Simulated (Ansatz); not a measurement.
# BSiH2 (H-bridged), doublet: vertical spin and charge gaps

Geometry (PBE0/def2-TZVP stationary point for this spin, not checked as a minimum):

```xyz
4

Si    0.0000   -0.0053    0.5948
B     0.0000   -0.0779   -1.2479
H     0.0000    1.1505   -0.7602
H     0.0000   -0.1670   -2.4296
```

Basis cc-pVTZ; Ansatz 0.2.0. Only valence electrons are correlated (noble-gas cores frozen). R marks a restricted (for open shells ROHF) determinant, U an unrestricted one. Active spaces: valence = (9e, 10o) chosen from the atoms' valence shells.

Gaps are energies of the second state less the first, at fixed atoms, for a selection of the levels run; each method lands on the state that its own search finds for that charge and spin.

Removing an electron, to the triplet: 9.252 eV at UCCSDT(Q).

```tsv
level	gap (eV)	error (meV)
RHF	8.420	-832
UHF	8.272	-980
RMP2	9.174	-78
UMP2	9.233	-19
RCCSD	9.207	-45
UCCSD	9.202	-50
RCCSD(T)	9.251	-1
UCCSD(T)	9.252	0
BCCD(T)	9.253	1
RCCSDT	9.249	-3
UCCSDT	9.248	-4
RCCSDT(Q)	9.253	1
CASSCF (valence space)	8.249	-1003
NEVPT2 (valence space)	9.014	-238
MRCISD (valence space)	9.128	-124
MRCISD+Q (valence space)	9.245	-7
PBE	9.185	-67
r2SCAN	9.183	-69
PBE0	9.224	-28
B3LYP	9.303	51
wB97M-V	9.291	39
B2PLYP	9.228	-24
RPA-PBE	9.514	262
```

**Question.** PBE gives 2.919 eV for quartet less doublet. Estimate what UCCSDT(Q) gives in cc-pVTZ.

**Answer.** UCCSDT(Q) in cc-pVTZ gives 3.066 eV, so against it PBE is off by -0.147 eV.

| level | gap (eV) | error (meV) |
| --- | --- | --- |
| RHF | 2.616 | -450 |
| UHF | 2.591 | -475 |
| RMP2 | 3.126 | 60 |
| UMP2 | 3.063 | -3 |
| RCCSD | 3.077 | 11 |
| UCCSD | 3.066 | 0 |
| RCCSD(T) | 3.077 | 11 |
| UCCSD(T) | 3.072 | 6 |
| BCCD(T) | 3.072 | 6 |
| RCCSDT | 3.070 | 4 |
| UCCSDT | 3.067 | 1 |
| RCCSDT(Q) | 3.067 | 1 |
| CASSCF (valence space) | 2.950 | -116 |
| NEVPT2 (valence space) | 3.122 | 56 |
| MRCISD (valence space) | 3.094 | 28 |
| MRCISD+Q (valence space) | 3.105 | 39 |
| r2SCAN | 2.865 | -201 |
| PBE0 | 2.932 | -134 |
| B3LYP | 3.110 | 44 |
| wB97M-V | 3.294 | 228 |
| B2PLYP | 3.124 | 58 |
| RPA-PBE | 3.094 | 28 |

Full CI isn't at hand for all of this; UCCSDT(Q) serves as the reference, and is uncertain by about the last step of the cluster series. The frozen core follows each run's orbitals, which can shift R against U totals by a few meV.
